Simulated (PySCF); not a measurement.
# Working out the ionisation energy of N

N [He] 2s2 2p3 (4S) → N⁺ [He] 2s2 2p2 (3P). Calculation: PySCF 2.14, in x2c-QZVPPall; the spin-free X2C one-electron Hamiltonian (Gaussian nucleus). Frozen: nothing. Energies in hartree (1 hartree = 27.21139 eV):

```json
{"part": "UHF", "N (lower)": "-54.433700", "N⁺ (upper)": "-53.923349"}
{"part": "MP2 opposite-spin", "N (lower)": "-0.092430", "N⁺ (upper)": "-0.083084"}
{"part": "MP2 same-spin", "N (lower)": "-0.033721", "N⁺ (upper)": "-0.016068"}
```

Q: What does Hartree-Fock give?

A: (-53.923349) − (-54.433700) = 0.510351 hartree = 13.887 eV.

Q: What do MP2 and SCS-MP2 (6/5 opposite-spin, 1/3 same-spin) give?

A: The opposite-spin parts differ by 0.254 eV and the same-spin parts by 0.480 eV. MP2: 13.887 + (0.254) + (0.480) = 14.621 eV. SCS-MP2: 13.887 + 1.2 × (0.254) + (0.480)/3 = 14.352 eV.

Measured between the centres of the two terms (NIST): 14.545 eV, so MP2 (valence and next inner shell) is off by 0.076 eV.

What remains against the reference includes basis incompleteness and correlation beyond second order.
